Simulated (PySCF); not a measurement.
**Oxygen: a sound run and one with changed settings**

Sound run: O [He] 2s2 2p4, O⁺ [He] 2s2 2p3. All numbers are calculated (PySCF 2.14, the non-relativistic Hamiltonian (point nucleus), in cc-pVDZ). In the sound run the correlated levels freeze 1s2. The sound run starts from symmetry-adapted Hartree-Fock orbitals and uses a fine grid where one is needed.

Changed run: basis STO-3G. This setting is unsound on purpose.

```tsv
species	method	sound run (hartree)	changed run (hartree)	converged
O	UHF	-74.79217	-73.80415	yes
O	PBE	-74.98142	-73.94875	yes
O	r2SCAN	-75.03222	-74.01528	yes
O	MP2	-74.89413	-73.80415	yes
O⁺	UHF	-74.35247	-73.44358	yes
O⁺	PBE	-74.47459	-73.52932	yes
O⁺	r2SCAN	-74.53453	-73.60160	yes
O⁺	MP2	-74.42235	-73.44358	yes
```

Ionisation energy of O:

| method | sound run (eV) | changed run (eV) |
| --- | --- | --- |
| UHF | 11.965 | 9.812 |
| PBE | 13.792 | 11.413 |
| r2SCAN | 13.543 | 11.257 |
| MP2 | 12.838 | 9.812 |
| SCS-MP2 | 12.859 | 9.812 |

A minimal basis cannot let orbitals breathe on ionisation and holds almost no correlation.

For comparison, NIST gives 13.618 eV between the lowest levels.
